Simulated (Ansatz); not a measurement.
# BH3F− (SMILES [BH3-]F): levels of theory compared

Aim: a comparison of 6 runs (BHLYP/STO-3G, BLYP/STO-3G, r2SCAN/STO-3G, wB97X/STO-3G, RPA@PBE/STO-3G, UCCSD(T)/STO-3G) of BH3F−. 

The results are computed with Ansatz 0.2.0.

3 further runs of the same task are left out: 1 that didn't finish, 2 set aside as unsound or not needed.

### Step 1. The system as given

BH3F−: 5 atoms, total charge -1, spin state singlet. SMILES: `[BH3-]F`. The H5–B1 distance was set to 3.070 Å, away from the relaxed value. At this shape a bond of the SMILES string is far longer than usual.

Bond lengths: B1–F2 1.447 Å, B1–H3 1.227 Å, B1–H4 1.228 Å. Angles: F2–B1–H3 108.4°, F2–B1–H4 108.4°, H3–B1–H4 110.7°.

### Step 2. A single-point energy at BHLYP/STO-3G (run 1)

Contents of in.yaml:

```yaml
crystal:
  periodic: [false, false, false]
  atoms:
    - {symbol: B, position_ang: [-0.872490, -1.540312, 0.445724]}
    - {symbol: F, position_ang: [0.018810, -2.287502, 1.306584]}
    - {symbol: H, position_ang: [-1.904080, -1.305382, 1.067714]}
    - {symbol: H, position_ang: [-1.111300, -2.220882, -0.547926]}
    - {symbol: H, position_ang: [0.522090, 1.075700, -0.353640]}
basis:
  gaussian:
    orbitals: STO-3G
total_charge: -1
hamiltonian:
  xc: {name: BHLYP}
accuracy: high
```

The run is started by

```console
$ ansatz run in.yaml --threads 1 --pin off --max-ram 2610MiB --events-out events.jsonl --progress --plain --runs-dir runs
```

What it wrote:

```text
Warning: RAYON_NUM_THREADS=1 ignored (pool sized by the plan → 1); use --threads N
Functional definition: BHLYP
  name "BHLYP"
  parameter a = 0.5
  exchange = (1 - a)*b88_x + a*exact_x
  correlation = lyp_c
207 factors; integrals over basis functions are off by at most 4.5e-8 eV
mean field evaluation 1: about -3379.4478 eV, gradient 2.6e1 eV
mean field evaluation 2: about -3363.0156 eV, gradient 2.9e1 eV
mean field evaluation 4: about -3382.9769 eV, gradient 9.0e0 eV
mean field evaluation 8: about -3383.5838 eV, gradient 7.6e0 eV
mean field evaluation 16: about -3384.1405 eV, gradient 4.1e-5 eV
mean field -3384.14047979 eV, -124.3648687796 hartree, gradient 9.3e-9 eV, S^2 0.000000; 0 other end points of the search recorded, 0 dependent functions left out
reference -3384.14049785 eV, -124.3648694431 hartree; 9, 9 occupied and 4, 4 virtual orbitals, 207 factors
Total energy: -3384.14049785 eV, -124.3648694431 hartree
```

It took 0.69 s on 1 thread of AMD EPYC 7R43 (Zen 3), shared host; peak memory 0.095 GiB.

### Step 3. The energy at BLYP/STO-3G (run 2)

Contents of input.yaml:

```yaml
crystal:
  periodic: [false, false, false]
  atoms:
    - {symbol: B, position_ang: [-0.872490, -1.540312, 0.445724]}
    - {symbol: F, position_ang: [0.018810, -2.287502, 1.306584]}
    - {symbol: H, position_ang: [-1.904080, -1.305382, 1.067714]}
    - {symbol: H, position_ang: [-1.111300, -2.220882, -0.547926]}
    - {symbol: H, position_ang: [0.522090, 1.075700, -0.353640]}
basis:
  gaussian: {orbitals: STO-3G}
total_charge: -1
hamiltonian: {xc: {name: BLYP}}
accuracy: high
```

The run is started by

```console
$ ansatz run input.yaml --threads 1 --pin off --max-ram 2610MiB --events-out events.jsonl --progress --plain --runs-dir runs
```

What it wrote:

```text
Warning: RAYON_NUM_THREADS=1 ignored (pool sized by the plan → 1); use --threads N
Functional definition: BLYP
  name "BLYP"
  parameter beta = 0.0042
  parameter a = 0.04918
  parameter b = 0.132
  parameter c = 0.2533
  parameter d = 0.349
  exchange = b88_x(beta = beta)
  correlation = lyp_c(a = a, b = b, c = c, d = d)
207 factors; integrals over basis functions are off by at most 4.5e-8 eV
mean field evaluation 1: about -3346.9788 eV, gradient 1.1e2 eV
mean field evaluation 2: about -3342.1972 eV, gradient 4.7e1 eV
mean field evaluation 4: about -3380.6821 eV, gradient 3.2e1 eV
mean field evaluation 8: about -3384.9055 eV, gradient 6.9e0 eV
mean field evaluation 16: about -3385.2149 eV, gradient 1.4e-4 eV
mean field -3385.21487458 eV, -124.4043520597 hartree, gradient 1.9e-8 eV, S^2 0.000000; 0 other end points of the search recorded, 0 dependent functions left out
reference -3385.21491015 eV, -124.4043533670 hartree; 9, 9 occupied and 4, 4 virtual orbitals, 207 factors
Total energy: -3385.21491015 eV, -124.4043533670 hartree
```

It took 0.71 s on 1 thread of AMD EPYC 7R43 (Zen 3), shared host; peak memory 0.1 GiB.

Runs 3 to 5 aren't shown in full; the table further down has their settings and results.

### Step 4. The energy at UCCSD(T)/STO-3G (run 6)

Changes to in.yaml since step 2:

```diff
@@ -12,4 +12,9 @@
 total_charge: -1
-hamiltonian:
-  xc: {name: BHLYP}
+magnetization:
+  spin_polarized: true
+correlation:
+  method: ccsd_t
+  frozen_orbitals: {B: 1, F: 1, H: 0}
 accuracy: high
+scf:
+  omitted_lower_state_checks: [cluster_reference, increment]
```

The run is started by

```console
$ ansatz run in.yaml --threads 1 --pin off --max-ram 2610MiB --events-out events.jsonl --progress --plain --runs-dir runs
```

What it wrote:

```text
Warning: RAYON_NUM_THREADS=1 ignored (pool sized by the plan → 1); use --threads N
[... 13 lines left out ...]
2 core orbitals not correlated: weight in the atoms' cores, before any rotation towards them, 1.000 or more for the frozen orbitals, at most 0.000 for the correlated occupied ones
[... 30 lines left out ...]
Total energy: -3371.71550807 eV, -123.9082594908 hartree
Checks for a lower state left out: cluster_reference, increment
```

It took 0.24 s on 1 thread of AMD EPYC 7R43 (Zen 3), shared host.

### Step 5. Overview of the runs

```csv
run,level,frozen core orbitals,energy (Eh),wall time
1,BHLYP/STO-3G,–,-124.364869,0.69 s
2,BLYP/STO-3G,–,-124.404353,0.71 s
3,r2SCAN/STO-3G,–,-124.398086,1.6 s
4,wB97X/STO-3G,–,-124.393020,3.3 s
5,RPA@PBE/STO-3G,2,-123.982089,1.4 s
6,UCCSD(T)/STO-3G,2,-123.908259,0.24 s
```

### Step 6. Outcome

| quantity | value |
| --- | --- |
| run 6: total energy | -123.90826 Eh |
| run 6: correlation energy (2 core orbitals frozen) | -66.9 mEh |
| run 6: (T) correction | -2.47 mEh |
| run 6: ⟨S²⟩ of the reference determinant | 0.959 |
| run 6: T1 diagnostic | 0.037 |

Totals of different functionals can't be ranked against each other. In run 5 the log says that unrestricted orbitals would lower the reference, so the values rest on an unstable closed-shell determinant (other closed-shell runs at this shape may share the fault). In runs 1, 2, 3, 4, 5, 6 the basis is minimal, so the values are rough. Spin contamination of the reference: run 6 ⟨S²⟩ = 0.96. Where it is this large, the reference is a mixture of spin states, and values that rest on it are in doubt. All runs together took 7.8 s, the longest 3.3 s.
